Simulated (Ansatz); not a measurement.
A made-up structure of SiHSO, doublet:

```xyz
4
angstrom
O -1.2054 -0.2362 1.0989
Si -0.1817 0.0416 0.0123
S 1.7993 -0.5530 0.1588
H -1.8214 -0.7816 1.6126
```

It is relaxed with PBE-D4/def2-SVP and then PBE0-D4/def2-TZVP (Ansatz 0.2.0). Atoms count as bonded within 1.22 times the sum of their covalent radii (H–H: 0.88 Å). The end point is not checked to be a true minimum.

Does its bonding change? (A judgement: the text doesn't fix the answer.)

The calculation gives: No: no bond forms or breaks.

Where it ends: The first stage lowers the energy by 0.62 eV in 9 steps. It ends as SiHSO ([OH][Si][S]):
O1  (-1.486, -0.184, 0.925)
Si2  (-0.148, 0.142, 0.054)
S3  (1.628, -0.650, 0.275)
H4  (-1.403, -0.837, 1.629)
(Å)

Labels in which every atom is bracketed show which atoms are joined, not bond orders.

For scale, one of the runs: PBE0-D4/def2-TZVP relaxation, 111 basis functions, launched by `ansatz run in.yaml --threads 2 --pin off --events-out ev --progress --plain --max-ram 4352MiB`. Hardware: 2 CPU threads of an Arm Neoverse V2, shared host. Wall time about 18 s.
